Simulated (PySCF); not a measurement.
## BHF: from structure and modes to constants

Level of theory: UPBE0/[B def2-TZVP, H def2-TZVP, F def2-TZVP], no relativity, density fitting, PySCF.

The doublet minimum has Cs symmetry. Masses (u): B 11.00930, H 1.00782, F 18.99840.

```xyz
3
charge 0 multiplicity 2, angstrom
B    -0.3556   -0.0665   -0.6882
H     0.3036    0.0568   -1.6909
F     0.1900    0.0355    0.4883
```

Harmonic wavenumbers (cm⁻¹): 997.6 (a', ×1), 1341.9 (a', ×1), 2533.2 (a', ×1).

**Question.** What is the harmonic zero-point energy?

**Answer.** Half the sum of all 3 wavenumbers, 4873/2 = 2436 cm⁻¹, which is 29.1 kJ/mol (1 cm⁻¹ = 0.0119627 kJ/mol).

**Question.** Find the vibrational entropy and heat capacity at 298.15 K.

**Answer.** With u = 1.43878 ω/T, each mode gives S = R[u/(eᵘ−1) − ln(1−e⁻ᵘ)] and C = R u² eᵘ/(eᵘ−1)².
```json
{"ω (cm⁻¹)": "997.6", "u": "4.814", "S (J/(mol K))": "0.40", "C (J/(mol K))": "1.59"}
{"ω (cm⁻¹)": "1341.9", "u": "6.476", "S (J/(mol K))": "0.10", "C (J/(mol K))": "0.54"}
{"ω (cm⁻¹)": "2533.2", "u": "12.224", "S (J/(mol K))": "0.00", "C (J/(mol K))": "0.01"}
```
The sums over all modes are S = 0.5 and C = 2.1 J/(mol K); the softest mode gives 80 % of the entropy.

**Question.** Give the standard entropy (298.15 K, 1 bar) by its translational, rotational, vibrational and spin parts, and Cp.

**Answer.** Sackur–Tetrode with M = 31.02 u gives 151.7; rotation with symmetry number 1 gives 70.2; vibration 0.5; spin R ln 2 = 5.8. The total is 228.1 J/(mol K), and Cp = 4 R + 2.1 = 35.4 J/(mol K).

Other isomers or separated fragments may lie lower.
